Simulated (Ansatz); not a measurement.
`CSC(O)S` and `OCS` differ in one atom or group.

Ansatz, PBE0-D4/def2-TZVP geometries, multiplicity 1. Each molecule was computed in one conformer, which needn't be the lowest.

```csv
property,`CSC(O)S`
LUMO energy (B3LYP/def2-TZVPP) / eV,-0.34
size of the dipole moment (B3LYP/def2-TZVPP) / D,0.95
HOMO–LUMO gap (PBE/def2-TZVPP) / eV,4.33
HOMO–LUMO gap (B3LYP/def2-TZVPP) / eV,6.00
size of the dipole moment (PBE/def2-TZVPP) / D,0.86
HOMO energy (ωB97M-V/def2-TZVPP) / eV,-8.75
```

Question: Give the same properties after the change, and the shifts. (Estimate.)

Answer: Ansatz gave: 
```csv
property,`OCS`,shift
LUMO energy (B3LYP/def2-TZVPP) / eV,0.15,0.49
size of the dipole moment (B3LYP/def2-TZVPP) / D,2.41,1.46
HOMO–LUMO gap (PBE/def2-TZVPP) / eV,5.39,1.06
HOMO–LUMO gap (B3LYP/def2-TZVPP) / eV,7.01,1.01
size of the dipole moment (PBE/def2-TZVPP) / D,2.36,1.50
HOMO energy (ωB97M-V/def2-TZVPP) / eV,-9.35,-0.60
```

With PBE0 the HOMO falls by 0.53 eV and the LUMO rises by 0.55 eV, so the gap widens by about 1.08 eV. PBE moves the HOMO by -0.48 eV and ωB97M-V by -0.60 eV. Dipoles are sizes alone; their direction can turn.

B3LYP here is the variant with VWN-RPA as its local correlation; programs differ in this.
